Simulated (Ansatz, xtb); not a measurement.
System: sum formula HOCl, net charge 0, singlet state. 
Structure (B3LYP-D3(BJ)/def2-TZVP (Ansatz, a quantum-chemistry and plane-wave program) minimum search):
```xyz
3

O      0.0220     1.1044    -0.0012
H     -0.9233     1.3146     0.0160
Cl     0.0439    -0.5970    -0.0004
```
Charge 0, spin multiplicity 1.

Harmonic wavenumbers from GFN2-xTB (xtb, at its own minimum), cm⁻¹: 757, 1132, 3526.

Q: Give the harmonic wavenumbers at B3LYP-D3(BJ)/def2-TZVP (Ansatz, finite differences of forces, unscaled).

A: 738, 1257, 3751 cm⁻¹. Zero-point energy 8.2 kcal/mol.

Q: From these and the geometry, give the ideal-gas thermochemistry at 298.15 K and 1 atm (rigid rotor, harmonic oscillator).

A: Point group Cs, rotational symmetry number 1. Rotational constants 610.8, 14.91, 14.56 GHz. S(trans) 37.79, S(rot) 18.43, S(vib) 0.30, S(elec, spin only) 0.00, S 56.5 cal/(mol K). H(298) - H(0) 2.44 kcal/mol; G - E(el) -6.2 kcal/mol. Tabulated S at 1 bar: 56.6 cal/(mol K) (CRC Handbook, as tabulated in the package chemicals).
